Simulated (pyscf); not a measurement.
Single points on ωB97X-D3(BJ)/def2-SVP structures (PySCF, gas phase).

Q: For H₂N–SiH₂–NH₂ (SMILES N[SiH2]N) + SiH₄ (SMILES [SiH4]) -> H₂N–SiH₂–NH–SiH₃ (SMILES N[SiH2]N[SiH3]) + H₂ (SMILES [H][H]), a four-centre exchange (singlet surface; H–N, H–Si broken, N–Si, H–H formed), PBE/def2-TZVP gives ΔE‡ = 39.2 kcal/mol and ΔE = -5.7 kcal/mol (zero: the separated reactants). In which direction and how far do PBE0-D3(BJ)/def2-TZVP, M06-2X/def2-TZVP, ωB97M-D3(BJ)/def2-TZVP move these?

A: PBE0-D3(BJ): ΔE‡ = 39.6 kcal/mol, ΔE = -7.1 kcal/mol; M06-2X: ΔE‡ = 43.2 kcal/mol, ΔE = -10.3 kcal/mol; ωB97M-D3(BJ): ΔE‡ = 43.1 kcal/mol, ΔE = -7.6 kcal/mol. PBE's barrier lies under all of them, by 0.3 to 3.9 kcal/mol. Its reaction energy lies over all of them, by 1.4 to 4.6 kcal/mol. At the saddle there is also a short H–Si contact that neither side keeps. This is the saddle that the search found; another between the same sides may lie lower.
